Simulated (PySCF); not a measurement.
## Ionisation energy of He by level of theory

He 1s2 (1S) → He⁺ 1s1 (2S), as a difference of total energies. Calculation: PySCF 2.14, in cc-pVDZ-DK (2s1p, 5 functions); scalar relativity by spin-free X2C-1e. Correlated levels: valence: nothing frozen. The calculations carry no spin-orbit coupling.

Problem. Order these methods by the ionisation energy they give, lowest first.
A. PBE
B. UHF
C. CCSD (valence)
D. MP2 (valence)

Solution. B (23.443 eV), D (24.146 eV), C (24.326 eV), A (24.383 eV).

Errors of the correlated levels include the incompleteness of this basis.

With two correlated electrons CCSD is exact in that space.

For comparison: 24.587 eV (measured; NIST Atomic Spectra Database, ionization energies).
